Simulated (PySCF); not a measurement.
Molecule: SMILES C[SiH3], CH$_{6}$Si.

Molfile (atoms numbered from 1):
```
CH6Si
     RDKit          3D

  8  7  0  0  0  0  0  0  0  0999 V2000
   -0.9624   -0.1429    0.0077 C   0  0  0  0  0  0  0  0  0  0  0  0
    0.8986    0.1136   -0.0402 Si  0  0  0  0  0  4  0  0  0  0  0  0
   -1.4349    0.5500    0.7206 H   0  0  0  0  0  0  0  0  0  0  0  0
   -1.2046   -1.1707    0.3188 H   0  0  0  0  0  0  0  0  0  0  0  0
   -1.4108    0.0291   -0.9826 H   0  0  0  0  0  0  0  0  0  0  0  0
    1.2345    1.5106   -0.4567 H   0  0  0  0  0  0  0  0  0  0  0  0
    1.5383   -0.8292   -1.0099 H   0  0  0  0  0  0  0  0  0  0  0  0
    1.4976   -0.1273    1.3095 H   0  0  0  0  0  0  0  0  0  0  0  0
  1  2  1  0
  1  3  1  0
  1  4  1  0
  1  5  1  0
  2  6  1  0
  2  7  1  0
  2  8  1  0
M  END
```

Geometry PBE0-D3(BJ)/def2-SVP throughout; GIAO in PySCF, gas phase, one conformer, non-relativistic; equivalent atoms averaged; functional PBE0.

Question: How do the absolute shieldings σ depend on the basis set? (ppm; last column core-seconds on 1 thread of an Arm Neoverse V1, shared host)

Answer: 
```tsv
basis set	functions	C1	Si2	H6/H7/H8	H3/H4/H5	core-s
STO-3G	20	237.8	581.3	30.91	32.64	1.1
6-31G	34	208.8	496.6	29.03	32.41	1.9
pcSseg-0	34	205.8	455.7	28.90	32.83	1.7
6-31G*	44	202.9	460.4	27.87	31.88	2.1
def2-SVP	62	203.1	474.6	27.42	31.26	2.4
cc-pVDZ	62	205.6	479.4	27.44	31.13	3
pcSseg-1	71	194.6	421.1	27.37	31.07	2.9
6-311+G(2d,p)	98	196.1	413.8	27.36	31.34	4
def2-TZVP	104	196.6	402.0	27.31	31.34	4.4
aug-cc-pVDZ	104	204.5	486.6	27.38	31.16	4.5
IGLO-III	139	193.9	416.4	27.32	31.21	5.9
cc-pVTZ	148	197.3	425.3	27.36	31.12	6.7
pcSseg-2	163	194.5	411.6	27.32	31.06	5.4
```

Question: Which nucleus moves most, in ppm?

Answer: Si2 (silicon bonded to C, 3 H): from 402.0 ppm with def2-TZVP to 581.3 ppm with STO-3G. The smallest spread is 1.77 ppm, at H3/H4/H5. Proton shifts span only some 12 ppm, so a few tenths of a ppm matter as much there as several ppm in carbon.

Question: Taking the largest basis, pcSseg-2 (163 functions), as the yardstick, rank the others by their worst heavy-atom deviation.

Answer: 6-311+G(2d,p) 2.3 ppm (98 functions), IGLO-III 4.9 ppm (139 functions), pcSseg-1 9.6 ppm (71 functions), def2-TZVP 9.6 ppm (104 functions), cc-pVTZ 13.7 ppm (148 functions), pcSseg-0 44.1 ppm (34 functions), 6-31G* 48.9 ppm (44 functions), def2-SVP 63.0 ppm (62 functions), cc-pVDZ 67.9 ppm (62 functions), aug-cc-pVDZ 75.1 ppm (104 functions), 6-31G 85.0 ppm (34 functions), STO-3G 169.7 ppm (20 functions).

A small basis that lands close on one nucleus may do so by chance; judge by the trend and by all nuclei.
